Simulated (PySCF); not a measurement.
How far are cheaper levels from CCSD(T)/CBS for NaP?

PySCF; the state is a triplet (π ↑↑). The composite is CCSD(T) extrapolated to the basis-set limit from two correlation-consistent sets, with core-valence (CV) and scalar-relativistic (SR) terms as its label shows; it has no spin–orbit coupling and nothing beyond (T). Here it is CCSD(T)/CBS(DT)+CV+SR. It gives Re = 2.656 Å, ωe = 284 cm⁻¹ and De = 1.31 eV to Na + P.

| level | basis | relativity | Re (Å) | ωe (cm⁻¹) | De (eV) |
| --- | --- | --- | --- | --- | --- |
| ROHF-CCSD | aug-cc-pVDZ/aug-cc-pV(D+d)Z | no relativity | 2.716 | 257 | 0.92 |
| ROHF-CCSD(T) | x2c-SVPall | spin-free X2C | 2.733 | 248 | 0.75 |
| ROHF-CCSD(T) | 6-311G(d,p) | no relativity | 2.684 | 273 | 0.90 |
| ROHF-CCSD(T) | aug-cc-pVDZ/aug-cc-pV(D+d)Z | no relativity | 2.724 | 252 | 0.99 |
| PBE | x2c-SVPall | spin-free X2C | 2.683 | 264 | 1.40 |
| revPBE | x2c-SVPall | spin-free X2C | 2.708 | 258 | 1.33 |
| revPBE | x2c-TZVPPall | spin-free X2C | 2.690 | 263 | 1.36 |
| BP86 | x2c-TZVPPall | spin-free X2C | 2.672 | 268 | 1.48 |
| PBE0 | x2c-SVPall | spin-free X2C | 2.668 | 274 | 1.27 |
| CAM-B3LYP | x2c-TZVPPall | spin-free X2C | 2.622 | 293 | 1.36 |

Problem. Give the difference of each row from the composite.

Solution. 

```json
{"level": "ROHF-CCSD", "basis": "aug-cc-pVDZ/aug-cc-pV(D+d)Z", "ΔRe (pm)": "+6.0", "Δωe (%)": "-9.5", "ΔDe (eV)": "-0.39"}
{"level": "ROHF-CCSD(T)", "basis": "x2c-SVPall", "ΔRe (pm)": "+7.7", "Δωe (%)": "-12.7", "ΔDe (eV)": "-0.56"}
{"level": "ROHF-CCSD(T)", "basis": "6-311G(d,p)", "ΔRe (pm)": "+2.8", "Δωe (%)": "-3.9", "ΔDe (eV)": "-0.41"}
{"level": "ROHF-CCSD(T)", "basis": "aug-cc-pVDZ/aug-cc-pV(D+d)Z", "ΔRe (pm)": "+6.8", "Δωe (%)": "-11.3", "ΔDe (eV)": "-0.32"}
{"level": "PBE", "basis": "x2c-SVPall", "ΔRe (pm)": "+2.7", "Δωe (%)": "-7.0", "ΔDe (eV)": "+0.09"}
{"level": "revPBE", "basis": "x2c-SVPall", "ΔRe (pm)": "+5.2", "Δωe (%)": "-9.2", "ΔDe (eV)": "+0.02"}
{"level": "revPBE", "basis": "x2c-TZVPPall", "ΔRe (pm)": "+3.4", "Δωe (%)": "-7.4", "ΔDe (eV)": "+0.05"}
{"level": "BP86", "basis": "x2c-TZVPPall", "ΔRe (pm)": "+1.6", "Δωe (%)": "-5.6", "ΔDe (eV)": "+0.17"}
{"level": "PBE0", "basis": "x2c-SVPall", "ΔRe (pm)": "+1.2", "Δωe (%)": "-3.5", "ΔDe (eV)": "-0.04"}
{"level": "CAM-B3LYP", "basis": "x2c-TZVPPall", "ΔRe (pm)": "-3.4", "Δωe (%)": "+3.2", "ΔDe (eV)": "+0.05"}
```

Problem. Which rows come closest in De?

Solution. revPBE in x2c-SVPall (+0.02 eV), counted from the composite.

Correlated steps freeze 6 core orbitals. Correlated levels converge slowly with the basis: in double zeta they bind strong bonds too weakly, by up to about 1 eV, and carry superposition errors of some tenths. The state is the lowest determinant that a PBE0 search found; another state may lie lower at other levels.
